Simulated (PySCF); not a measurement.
# C5H7F: the cost of one run

The runs use PySCF 2.14.0, with density-fitted response routines of our own; the level of theory stands in each step. All values are computed, except where a source is named. Atoms count from 0, in the outputs and in this text.

## 1. The molecule as given

13 atoms, charge 0, multiplicity 1; geometry from: GFN2-xTB. The atoms were then displaced at random by about 0.01 Å, so the start is not that level's minimum.

Bonds of the start (Å): F0–C1 1.36, C1–C2 1.48, C2–C3 1.57, C3–C4 1.52, C4–C5 1.53, C5–C1 1.49, C5–C2 1.53, C1–H6 1.07, C2–H7 1.06, C3–H8 1.07, C3–H9 1.08, C4–H10 1.09, C4–H11 1.08, C5–H12 1.08.

## 2. Geometry optimisation at PBE0-D3(BJ)/def2-SVP

The job: settings as JSON, then the geometry in Å.

```
{"job": {"xc": "PBE0", "basis": "def2-SVP", "d3": "d3bj", "grid": 1, "shake": 0.01, "kind": "geom"}, "charge": 0, "multiplicity": 1}
F     -1.064630     0.923100    -1.510750
C     -1.280980     0.553780    -0.223020
C     -0.687830    -0.708710     0.276000
C      0.683050    -0.954560    -0.443310
C      1.162130     0.405860     0.039270
C     -0.164580     0.646240     0.764240
H     -2.267260     0.819580     0.098100
H     -1.233680    -1.454550     0.785270
H      0.559040    -1.064820    -1.499730
H      1.204590    -1.798300    -0.021750
H      2.000100     0.332110     0.738830
H      1.397780     1.139260    -0.722750
H     -0.301910     1.144120     1.709260
```

On the command line:

```
> OMP_NUM_THREADS=1 python probes_run.py task.json out
```

One launch serves the whole session: the jobs run in the order shown.

Q: Estimate the wall time and peak memory of this first job on 1 thread of Intel Xeon Platinum 8259CL at 2.50GHz, shared host.

About 39 s, with a peak of 0.51 GiB.
